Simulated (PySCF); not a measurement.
## How good is the calculation?

Structure with atom numbers: `[CH3:1][C:2]([CH3:3])([CH3:4])[C:5]#[N:6]` (H(Xn): hydrogen on atom n).

The experiment to reproduce: δ ¹³C C1/C3/C4 28.5; C2 28.1; δ ¹H H(C1)/H(C3)/H(C4) 1.37 ppm (measured; solution, not stated per compound (mostly CDCl3 or CCl4); Pretsch, Buehlmann, Badertscher, Structure Determination of Organic Compounds, 4th ed. (2009)).
δ ¹⁵N N6 -131.5 ppm (measured; solution, cyclohexane, 308 K; M. Witanowski et al., Magn. Reson. Chem. 27 (1989) 380).

Equivalent nuclei averaged, one computed conformer, no relativistic terms, isolated molecule. PBE0-D3(BJ)/def2-TZVP structure; σ from GIAO-B97-2/pcSseg-2; PySCF 2.14.0 with density-fitted response routines.

Task: How close does the calculation come?

Result: 
Reference values: measured (solution, not stated per compound (mostly CDCl3 or CCl4); Pretsch, Buehlmann, Badertscher, Structure Determination of Organic Compounds, 4th ed. (2009)).
```tsv
atoms	quantity	reference	computed	computed, scaled
C1/C3/C4	δ ¹³C	28.5	31.0	27.9
C2	δ ¹³C	28.1	30.8	27.7
H(C1)/H(C3)/H(C4)	δ ¹H	1.37	1.27	1.33
```

Reference values: measured (solution, cyclohexane, 308 K; M. Witanowski et al., Magn. Reson. Chem. 27 (1989) 380).
| atoms | quantity | reference | computed | computed, scaled |
| --- | --- | --- | --- | --- |
| N6 | δ ¹⁵N vs neat liquid CH3NO2 | -131.5 | – | -129.2 |

Computed shifts are σ(ref) − σ with the named reference compound (TMS for H and C) calculated as an isolated molecule at the same level. The measured values may be among those fitted. Scaled to experiment by linear calibration (H and C: mostly CDCl3 data, vs TMS): ¹³C (scatter 2.0 ppm rms, 2.1 ppm with the 1 outlier that the fit left out); ¹H (scatter 0.14 ppm rms, 0.16 ppm with the 4 outliers that the fit left out); ¹⁵N (scatter 6.8 ppm rms vs CH3NO2, solution or neat liquid). A few per cent of atoms miss by over 2 rms, more outside the fitted compound classes.

Task: How far are the unscaled ¹³C shifts from the references?

Result: Mean signed difference +2.60 ppm, mean absolute 2.60 ppm over 2 comparisons; the largest is +2.7 ppm at C2 (quaternary sp3 carbon α to a nitrile).
